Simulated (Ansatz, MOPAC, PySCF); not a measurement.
The scaffold ethyl-X carries different groups X. Gas-phase values, no solvent. One relaxed conformer stands for each flexible species; it need not be the lowest. Strings in code marks are SMILES.

Quantity: vertical ionisation energy (energy after one electron is removed minus that of the parent at the parent's geometry), in eV.

Level 1: frozen-core MP2/def2-TZVPP // B3LYP-D3(BJ)/def2-TZVP (Ansatz, a program for electronic structure)
Level 2: PBE/6-31G* // B3LYP-D3(BJ)/def2-TZVP (PySCF)
Level 3: minus the HOMO energy of AM1 // B3LYP-D3(BJ)/def2-TZVP (MOPAC)
Level 4: HF/def2-TZVPP // B3LYP-D3(BJ)/def2-TZVP (Ansatz)

```
species                        level 1  level 2  level 3  level 4
-----------------------------  -------  -------  -------  -------
`CCCC` (C–C–C–C torsion 180°)    11.74    10.54    11.27    10.81
`C[CH2][GeH3]`                   10.72    10.07    10.66     9.65
`CCOC` (C–C–O–C torsion 73°)     10.25     9.22    10.61     8.61
```
